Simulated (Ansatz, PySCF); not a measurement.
Reaction (SMILES): O=CC=O -> O=[C-]C=O + H+

Quantity: gas-phase deprotonation energy (electronic), in kcal/mol. Conventions: 6-311+G** with 5d; no spin-orbit coupling; dispersion terms only where a functional's name holds one; six Cartesian d functions in 6-31G* and its kin unless marked 5d; non-relativistic. Ab initio and DFT rows: single points at B3LYP-D3(BJ) geometries (Ansatz, a quantum-chemistry and plane-wave program). Sets without +, aug- or the D of def2-TZVPD hold no diffuse functions, which anions need.

```tsv
level	program	gas-phase deprotonation energy (electronic) (kcal/mol)
SVWN5/6-31G*	Ansatz	378.1
PBE/STO-3G	Ansatz	468.1
PBE/3-21G	Ansatz	389.3
BLYP/6-31G*	Ansatz	388.9
B3LYP/6-31G*	Ansatz	391.9
B3LYP/def2-SVP	Ansatz	388.2
B3LYP/6-311+G**	Ansatz	373.7
PBE0/6-31G*	Ansatz	390.7
M06-2X/6-31G* (5d)	PySCF	392.1
B3PW91/6-31G* (5d)	PySCF	390.9
r2SCAN-D4/def2-TZVPD	Ansatz + dftd4	372.4
B3LYP/def2-TZVPD	Ansatz	374.3
wB97M-V/def2-TZVPD	Ansatz	375.2
```

No value to compare with is used here. The 10 habitual levels span 373.7 (B3LYP/6-311+G**) to 468.1 kcal/mol (PBE/STO-3G); B3LYP/def2-TZVPD gives 374.3.

The levels are drawn from those run, B3LYP/6-31G* more often than the rest, none by its result; left out are runs that failed, that the program found above a lower state of the same kind, or whose <S^2> lies over 0.5 above the pure value.
